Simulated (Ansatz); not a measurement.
Process, species as SMILES: ClCl (Cl2) → 2 Cl atom
B3LYP-D3(BJ)/def2-TZVP geometries, fixed; electronic energies without zero-point terms.

Basis-set convergence of the bond dissociation energy at wB97M-V with Ansatz (an electronic-structure program). All functions are spherical. The program fits the integrals of some runs and decomposes those of others, by size. Open shells are unrestricted. The functional holds VV10 correlation; no added dispersion term, no relativity. Functions are those of the species that has most. Reference: the value in aug-cc-pV(5+d)Z, 60.80 kcal/mol, itself unsure by roughly 0.09 kcal/mol (its mean distance from pcseg-4, aug-pcseg-3, aug-cc-pV(Q+d)Z). Deviations are taken from unrounded values.

```json
[
 {"basis": "pcseg-0", "functions": "26", "bond dissociation energy (kcal/mol)": "29.25", "minus reference (kcal/mol)": "-31.55"},
 {"basis": "pcseg-1", "functions": "36", "bond dissociation energy (kcal/mol)": "52.42", "minus reference (kcal/mol)": "-8.38"},
 {"basis": "aug-pcseg-1", "functions": "54", "bond dissociation energy (kcal/mol)": "53.82", "minus reference (kcal/mol)": "-6.99"},
 {"basis": "pcseg-2", "functions": "68", "bond dissociation energy (kcal/mol)": "58.68", "minus reference (kcal/mol)": "-2.12"},
 {"basis": "aug-pcseg-2", "functions": "100", "bond dissociation energy (kcal/mol)": "60.01", "minus reference (kcal/mol)": "-0.79"},
 {"basis": "pcseg-3", "functions": "128", "bond dissociation energy (kcal/mol)": "60.74", "minus reference (kcal/mol)": "-0.06"},
 {"basis": "aug-pcseg-3", "functions": "178", "bond dissociation energy (kcal/mol)": "60.83", "minus reference (kcal/mol)": "0.02"},
 {"basis": "pcseg-4", "functions": "210", "bond dissociation energy (kcal/mol)": "60.89", "minus reference (kcal/mol)": "0.09"}
]
```

The smallest set listed that lies within 1 kcal/mol of the reference with all its larger relatives (same family, alike in diffuse functions; a set with none counts only in the reference's own line) is aug-pcseg-2 (100 functions, -0.79 kcal/mol off).
